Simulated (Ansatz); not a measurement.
# LiC+ (triplet): the correlation ladder at distance C1–Li2 = 1.819 Å, aug-cc-pVTZ

The task here is to estimate one member of a computed series from the others.

Method: aug-cc-pVTZ, core rule «outside noble gas», up to 2 orbitals frozen; program: Ansatz 0.2.0, Gaussian basis.

The runs, in order: UHF; CCSD(T) on ROHF; CCSD(T) on UHF; BCCD(T) on ROHF; CCSDT(Q) on ROHF; CCSDT(Q) on UHF; Full CI.

39 further runs of the same task are left out: 19 for a known fault of the program, 15 that didn't finish, 5 set aside as unsound or not needed.

## The geometry

The geometry derives from a PBE0/def2-TZVP stationary point (not a proven minimum). One bond is set to the value named and the two fragments are kept rigid.

2 atoms, charge 1, spin multiplicity 3.

Atoms are counted from 1 here; the program's logs count them from 0.

Bond lengths: C1–Li2 1.819 Å.

As a file:

```tsv
atom	x (Å)	y (Å)	z (Å)
C1	0.0000	0.0000	0.0000
Li2	0.0000	0.0000	1.8190
```

Set-up of the first run:

Contents of in.yaml:

```yaml
crystal:
  periodic: [false, false, false]
  atoms:
    - {symbol: C, position_ang: [0.000000, 0.000000, 0.000000]}
    - {symbol: Li, position_ang: [0.000000, 0.000000, 1.819000]}
basis:
  gaussian: {orbitals: aug-cc-pVTZ}
total_charge: 1
magnetization: {spin_polarized: true, initial_magnetization: 2}
hamiltonian: {xc: hf}
output: {orbitals: {seedname: orbitals}}
```

On the command line:

```sh
$ ansatz run in.yaml --threads 1 --pin off --events-out ev --progress --plain --max-ram 2393MiB
```

Among the steps run: UHF; CCSD(T) on ROHF; CCSD(T) on UHF; BCCD(T) on ROHF; CCSDT(Q) on ROHF; CCSDT(Q) on UHF; Full CI.

One table of the session follows, with a row left open; its other results are not shown here.

It belongs to the step «Misses and costs». 

```
   method  from FCI (kcal/mol)
     ROHF               +58.10
      UHF               +55.33
     RMP2               +13.99
     UMP2               +13.81
    RCCSD                +1.64
    UCCSD                +1.53
 RCCSD(T)                +0.31
 UCCSD(T)                +0.26
  BCCD(T)                +0.31
   RCCSDT                +0.01
   UCCSDT                -0.04
RCCSDT(Q)                    ?
UCCSDT(Q)                -0.06
      FCI                    0
```

Q: Estimate the row for RCCSDT(Q) from the others.

**Answer.** from FCI (kcal/mol): -0.01. In the column «from FCI (kcal/mol)» it lies between UCCSDT (-0.04) and FCI (0).

Caveats from the session: UCCSDT(Q) falls below full CI: unrestricted runs freeze a spin-polarised core, another one than full CI's, and coupled cluster isn't variational. Levels on UHF freeze UHF's core orbitals, full CI those of ROHF, so the U rows can settle a little off it for that reason alone. Restricted and unrestricted rows rest on different reference determinants; where their highest levels disagree by more than a few hundredths of an eV, they describe different states and don't form one ladder.
